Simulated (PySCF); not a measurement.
Here is a computed PBE0-D3(BJ)/def2-SVP geometry (Å):
```
atom  x, y, z in Å
C1    -0.7187   -0.6268    0.0219
C2     0.6937   -0.7099    0.0238
C3     1.3070    0.5435    0.1058
P4     0.1358    1.8604    0.1813
C5    -1.1812    0.6897    0.1018
H6    -1.3738   -1.5056   -0.0368
H7     1.2412   -1.6596   -0.0331
H8     2.3939    0.6823    0.1199
H9    -2.2443    0.9553    0.1130
```

Charge -1, singlet.

**Question.** Read off the bonds between heavy atoms and their formal orders.

**Answer.** C1–C2 1.41 Å (aromatic); C2–C3 1.40 Å (aromatic); C3–P4 1.76 Å (aromatic); P4–C5 1.76 Å (aromatic); C1–C5 1.40 Å (aromatic). Bonds to hydrogen (Å): C1–H6 1.10; C2–H7 1.10; C3–H8 1.10; C5–H9 1.10. The orders are those of one drawing; other resonance forms can be drawn.

**Question.** Which species is it?

**Answer.** `c1cc[p-]c1`, [C4H4P]-.

**Question.** Name the point group.

**Answer.** C2v (tolerance 0.08 Å).

**Question.** Which rings does it hold (smallest set)?

**Answer.** C1–C2–C3–P4–C5 (5 members, 0.00 Å rms from planarity).

**Question.** Describe the place of each heavy atom.

**Answer.** C1/C2: aromatic CH carbon; C3/C5: aromatic CH carbon; P4: phosphorus bonded to 2 C.

**Question.** What is the arrangement about C1?

**Answer.** It has 3 neighbours (C2, C5, H6) and is planar (angles 124.0°, 123.3° and 112.7°, sum 360.0°, 0.00 Å off the plane of its three neighbours).

**Question.** What is the arrangement about C3?

**Answer.** It has 3 neighbours (C2, P4, H8) and is planar (angles 124.3°, 123.3° and 112.4°, sum 360.0°, 0.00 Å off the plane of its three neighbours).
